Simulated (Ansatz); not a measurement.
System: bcc V. Method: r²SCAN-D4 (Ansatz, a first-principles code, PAW).

Settings: plane-wave cutoff 560 eV, 26×26×26 k mesh, Fermi–Dirac smearing 0.05 eV, no spin polarisation, scalar-relativistic PAW data made under PBE.

A third-order Birch–Murnaghan fit to the energies gives V0 = 13.185 Å³/atom, B0 = 196 GPa, B′ = 3.7.

```tsv
V (Å³/atom)	P (GPa)
12.396	13.55
12.660	8.59
12.924	4.07
13.187	-0.04
13.451	-3.78
13.715	___
13.979	___
```

### Question
Estimate the withheld pressures from this fit; the answers are the runs' own values.

### Answer

- 13.715, P (GPa): -7.18
- 13.979, P (GPa): -10.27

The formula P = (3/2) B0 (x^(7/3) − x^(5/3)) [1 + (3/4)(B′ − 4)(x^(2/3) − 1)] with x = V0/V meets the computed pressures within 0.02 GPa when these rounded values are put in.

Measured, for comparison: bulk modulus 161 GPa (corrected for temperature and zero-point phonon effects, our sources range from 159 to 166; as tabulated in Levämäki et al. (2014), arXiv:1402.3671); equilibrium volume per atom 13.79 Å³/atom (static lattice: zero-point anharmonic expansion removed; as tabulated in Mejia-Rodriguez and Trickey (2018), arXiv:1807.09216). Computed (rounded) less measured: bulk modulus +22 % (+18 % to +23 % over the range), equilibrium volume per atom -4.4 %.

Computed values are for the static lattice.

Computing time: around 2.1 core-minutes (rough).
